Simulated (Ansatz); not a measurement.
**BS⁺, triplet along the distance B1-S2**

Starting geometry (PBE0/def2-TZVP stationary point for this spin):

```xyz
2

B     0.0000    0.0000    0.0000
S     0.0000    0.0000    1.7033
```

From there S2 moves along the line of the two atoms named below, all else staying in place; atoms are numbered as listed. Energies are in eV, counted from the starting geometry at the same level.

Basis cc-pVTZ; Ansatz 0.2.0. Only valence electrons are correlated (noble-gas cores frozen). Prefix R: restricted or restricted open-shell reference; prefix U: unrestricted. Active spaces: valence = (8e, 8o) chosen from the atoms' valence shells.

Runs in a small pair space aren't shown, since their orbitals change along the scan. A value is left out where its run failed or describes another state than the reference as far as symmetry and spin tell, or, spin-broken singlets apart, can't be checked. The reference follows the lowest state, whose symmetry changes from Π to Σ⁻ or Δ between 1.873 and 3.154.

Full CI isn't at hand for all of this; UCCSDT(Q) serves as the reference, and is uncertain by about the last step of the cluster series. The frozen core follows each run's orbitals, which can shift R against U totals by a few meV.

| distance B1-S2 (Å) | UCCSDT(Q) | error RHF | error UHF | error UCCSD | error UCCSD(T) | error CASSCF (valence space) | error MRCISD (valence space) |
| --- | --- | --- | --- | --- | --- | --- | --- |
| 1.509 | 0.914 | -0.137 | -0.126 | -0.052 | -0.014 | -0.082 | -0.031 |
| 1.703 | 0.000 | 0.000 | 0.000 | 0.000 | 0.000 | 0.000 | 0.000 |
| 1.873 | 0.215 | 0.143 | 0.110 | 0.044 | 0.017 | 0.085 | 0.031 |
| 2.338 | – | – | – | – | – | – | – |
| 3.154 | 1.830 | -0.142 | -0.196 | -0.142 | -0.018 | 0.154 | 0.048 |
| 4.616 | 2.485 | -0.338 | -0.356 | -0.214 | -0.038 | -0.032 | -0.002 |

Errors are those of relative energies. In total energy the starting point itself misses UCCSDT(Q) by: RHF 6.074, UHF 5.933, UCCSD 0.369, UCCSD(T) 0.064, CASSCF (valence space) 4.201, MRCISD (valence space) 0.301 eV.

Spread of the error over the points with a reference, to 4.616 Å (largest less smallest): UCCSD(T) 0.055, MRCISD (valence space) 0.079, CASSCF (valence space) 0.235, UCCSD 0.258, UHF 0.466, RHF 0.481 eV.

Going outwards, the relative energy of CASSCF (valence space) first misses by more than 0.043 eV (1 kcal/mol) at 1.873 Å.

Going outwards, the relative energy of MRCISD (valence space) first misses by more than 0.043 eV (1 kcal/mol) at 3.154 Å.
